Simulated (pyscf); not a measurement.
Elementary routes open to `[SiH3][SH]` in the gas phase (singlet surface):
A. `[SiH2]=[S]` + `[H][H]` (H–S, H–Si broken; H–H formed)
B. `[SiH][SH]` [singlet] + `[H][H]` (H–Si, H–Si broken; H–H formed)

Structures and frequencies: ωB97X-D3(BJ)/def2-SVP in PySCF.

Rank the routes by free-energy barrier at 900 K, lowest first, for ωB97M-D3(BJ)/def2-TZVP energies (ideal gas, 1 atm, RRHO with modes under 100 cm⁻¹ raised to 100, one conformer, R ln 2 for chiral ones without a mode under 150 cm⁻¹).

A (55.7 kcal/mol), B (58.7 kcal/mol)

Route A is the fastest of these, ahead of the next by 3.1 kcal/mol. The most stable products are those of A (ΔG = +6.4 kcal/mol), so kinetics and thermodynamics agree. At 298 K A is still the fastest. Only these routes are compared; each barrier is that of the saddle found, and lower ones may exist.
